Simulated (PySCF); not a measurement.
# Argon: a sound run and one with changed settings

Sound run: Ar [Ar], Ar⁺ [Ne] 3s2 3p5. All numbers are calculated (PySCF 2.14, scalar relativity by spin-free X2C-1e, in cc-pVTZ-DK (5s4p2d1f, 34 functions)). In the sound run the correlated levels freeze [Ne]. The sound run starts from symmetry-adapted Hartree-Fock orbitals and uses a fine grid where one is needed.

Changed run: a valence shell is frozen. This setting is unsound on purpose.

```csv
species,method,sound run (hartree),changed run (hartree),converged
Ar,MP2,-528.82753,-528.77231,yes
Ar,CCSD(T),-528.85147,-528.78421,yes
Ar⁺,MP2,-528.25189,-528.19066,yes
Ar⁺,CCSD(T),-528.28081,-528.20412,yes
```

Ionisation energy of Ar:

```tsv
method	sound run (eV)	changed run (eV)
UHF	14.556	14.556
MP2	15.664	15.828
SCS-MP2	15.561	15.764
CCSD	15.488	15.725
CCSD(T)	15.528	15.785
```

Freezing a valence shell removes pair correlation that changes on ionisation.

For comparison, NIST gives 15.760 eV between the lowest levels.
